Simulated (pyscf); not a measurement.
Single points on ωB97X-D3(BJ)/def2-SVP structures (PySCF, gas phase).

### Question
For the elementary gas-phase step `[OH][B]([Cl])[Cl]` + `[NH3]` → `[NH2][B]([OH])[Cl]` + `[ClH]` (singlet surface; B–Cl, H–N broken, B–N, Cl–H formed), what barrier and reaction energy does ωB97M-D3(BJ)/def2-TZVP give, measured from the separated reactants?

### Answer
ΔE‡ = 18.1 kJ/mol, ΔE = -34.0 kJ/mol. Zero-point energy shifts the barrier by 0.0 kJ/mol. It is a four-centre exchange, with an imaginary mode of 792i cm⁻¹. On the reactant side the descent ends in an adduct with a B–N contact, 76.8 kJ/mol under the separated species and 97.1 kJ/mol under the saddle at ωB97X-D3(BJ)/def2-TZVP. What is counted as formed (B–N) is already present as a longer contact in the reactant adduct; forming that adduct is a step of its own. One saddle was located; it need not be the lowest between these sides.
